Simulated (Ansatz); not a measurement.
**Si₂H₂+ (doublet): wave-function methods side by side, 6-31G**

Aim: climb from Hartree-Fock through coupled cluster and multireference methods for Si₂H₂+ (doublet) at one geometry and basis, and see what each rung misses.

Computed with Ansatz 0.2.0, Gaussian basis. Level: 6-31G, core rule «outside noble gas», up to 10 orbitals frozen.

Plan: UHF; CCSD(T) on ROHF; CCSD(T) on UHF; BCCD(T) on ROHF; CISD; CCSDT(Q) on ROHF; CCSDT(Q) on UHF; CISDTQ; CCSDTQ on ROHF; CCSDTQ on UHF; CASSCF and MRCISD+Q, 9 electrons in 10 orbitals; CASSCF and NEVPT2, 9 electrons in 10 orbitals; Full CI.

4 further runs of the same task are left out: 4 set aside as unsound or not needed.

### Step 1. What is computed

The geometry is a PBE0/def2-TZVP stationary point (not a proven minimum) of the parent state, kept for this charge and spin.

4 atoms, charge 1, spin multiplicity 2.

Atoms are counted from 1 here; the program's logs count them from 0.

Bond lengths: Si1–Si2 2.193 Å, Si1–H3 1.488 Å, Si1–H4 1.488 Å. Angles: Si2–Si1–H3 123.8°, Si2–Si1–H4 123.8°, H3–Si1–H4 112.4°.

### Step 2. UHF

Contents of in.yaml:

```yaml
crystal:
  periodic: [false, false, false]
  atoms:
    - {symbol: Si, position_ang: [0.000000, 0.000000, 1.029969]}
    - {symbol: Si, position_ang: [0.000000, 0.000000, -1.163327]}
    - {symbol: H, position_ang: [0.000000, 1.236053, 1.857961]}
    - {symbol: H, position_ang: [0.000000, -1.236053, 1.857961]}
basis:
  gaussian: {orbitals: 6-31G}
total_charge: 1
magnetization: {spin_polarized: true, initial_magnetization: 1}
hamiltonian: {xc: hf}
output: {orbitals: {seedname: orbitals}}
```

Started as:

```console
$ ansatz run in.yaml --threads 1 --pin off --events-out ev --progress --plain --max-ram 4096MiB --backend cpu
```

Further steps of the session: CCSD(T) on ROHF; CCSD(T) on UHF; BCCD(T) on ROHF; CISD; CCSDT(Q) on ROHF; CCSDT(Q) on UHF; CISDTQ; CCSDTQ on ROHF; CCSDTQ on UHF; CASSCF and MRCISD+Q, 9 electrons in 10 orbitals; CASSCF and NEVPT2, 9 electrons in 10 orbitals; Full CI.

Before running them: what should the planned runs give, taken together? Wanted: FCI below the RHF energy; RMP2 from FCI; UMP2 from FCI; RCCSD from FCI; RCCSD(T) from FCI; UCCSD(T) from FCI; RCCSDT(Q) from FCI; UCCSDT(Q) from FCI; NEVPT2 valence from FCI.

**Answer**, as computed:

| quantity | value |
| --- | --- |
| FCI below the RHF energy | -2.9589 eV |
| RMP2 from FCI | +87.3 kJ/mol |
| UMP2 from FCI | +86.5 kJ/mol |
| RCCSD from FCI | +8.1 kJ/mol |
| RCCSD(T) from FCI | +2.4 kJ/mol |
| UCCSD(T) from FCI | +2.4 kJ/mol |
| RCCSDT(Q) from FCI | +0.1 kJ/mol |
| UCCSDT(Q) from FCI | +0.1 kJ/mol |
| NEVPT2 valence from FCI | +17.2 kJ/mol |
| MRCISD+Q valence from FCI | +0.7 kJ/mol |
| levels within 1 kcal/mol (43 meV) | RCCSD(T), UCCSD(T), BCCD(T), RCCSDT, UCCSDT, CISDTQ, RCCSDT(Q), UCCSDT(Q), RCCSDTQ, UCCSDTQ, MRCISD valence, MRCISD+Q valence |
| T1 diagnostic | 0.022 |
| effectively unpaired electrons | 1.08 |

**Reading.** RCCSD(T) misses by +2.4 kJ/mol, 0.8 % of the correlation energy. One determinant dominates. Of the multireference levels listed MRCISD+Q valence comes nearest in total energy (+0.7 kJ/mol), which doesn't show that its space is the better one. Coupled cluster took another determinant than the lowest Hartree-Fock one. These misses are within one basis, not against nature; the frozen cores of restricted and unrestricted runs differ, which can shift their rows.
